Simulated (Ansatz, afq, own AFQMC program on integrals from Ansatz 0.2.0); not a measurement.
**SiH3O, doublet in cc-pVDZ, levels against AFQMC with the constraint released**

```yaml
atoms:
  - { symbol: Si, position_ang: [-0.0742, -0.0229, 0.4631] }
  - { symbol: O, position_ang: [0.0665, 0.0831, -0.8532] }
  - { symbol: H, position_ang: [0.6549, -1.2187, 0.9923] }
  - { symbol: H, position_ang: [0.4984, 1.2279, 1.0288] }
  - { symbol: H, position_ang: [-0.1414, -0.6895, -1.3810] }
```

Connectivity, by distances: SiH2–OH.

Basis cc-pVDZ. Noble-gas cores (and the filled d shells of Ga–Kr and In–Xe) are frozen. AFQMC by an in-house program on the Cholesky factors that Ansatz 0.2.0 writes for its CCSD(T) run. ph-AFQMC/CISD is guided by a CISD state made of CCSD amplitudes; releasing the constraint for a short imaginary time cuts its bias at the price of noise, slowly where states lie close. Free AFQMC starts from the CCSD state and is never constrained. Its projection time is finite, and what remains of the start isn't in its error. ± is one standard error of the sampling.

Determinant: UHF, the one that the program's search chose, which needn't be the lowest solution. The geometry is a point of a scan.

No full CI on the walks' own integrals is used here. The released AFQMC energy serves as the reference, which it does only where one determinant dominates, the energy is flat over the last release times and near the phaseless one (40 meV or 2 meV an electron, half that with transition metals). On small molecules, where full CI could be run and the noise was under 10 meV, such values lay within 10 meV of it in 19 cases of 20, a flattering rate, since the rule was set on those same cases; what remains of the bias isn't in the error bar.

Cautions: the released value is read at 2.40 1/Eh with a noise of 21 meV, more than in the cases checked (meV from the phaseless value at times in 1/Eh: -1 ± 11 at 0.24, -3 ± 13 at 0.51, 1 ± 12 at 0.99, 12 ± 17 at 1.62, 26 ± 21 at 2.40).

```
T1 diagnostic                               : 0.0118
weight of the determinant in the CISD state : 0.904
⟨S²⟩ of the determinant                     : 0.753
size of the correlated space                : 13 electrons in 41 orbitals
```

```csv
level,correlation energy (eV)
MP2,-7.2980
CCSD,-7.9488
CCSD(T),-8.0941
```

Q: Estimate where phaseless AFQMC with the Hartree–Fock trial lies against CCSD(T) on the same integrals.

A: 42.1 ± 53.6 meV above CCSD(T). The gap is under twice the noise, so this walk alone can't tell the two apart.

Reference: AFQMC with the constraint released, correlation energy -8.110 ± 0.021 eV.

```tsv
level	E − E(reference) (meV)	share of correlation (%)
CCSD(T)	15.9 ± 21.1	99.80
ph-AFQMC/HF	57.9 ± 57.6	99.29
ph-AFQMC/CISD	-26.0 ± 24.0	100.32
free AFQMC	-20.3 ± 26.5	100.25
```

Free projections are given only where their last times agree within the noise and don't stop above the reference; a slow remainder of the start can still hide under it. Released energies are given only where the last usable release times agree within the noise; a slower fall can still hide under it.
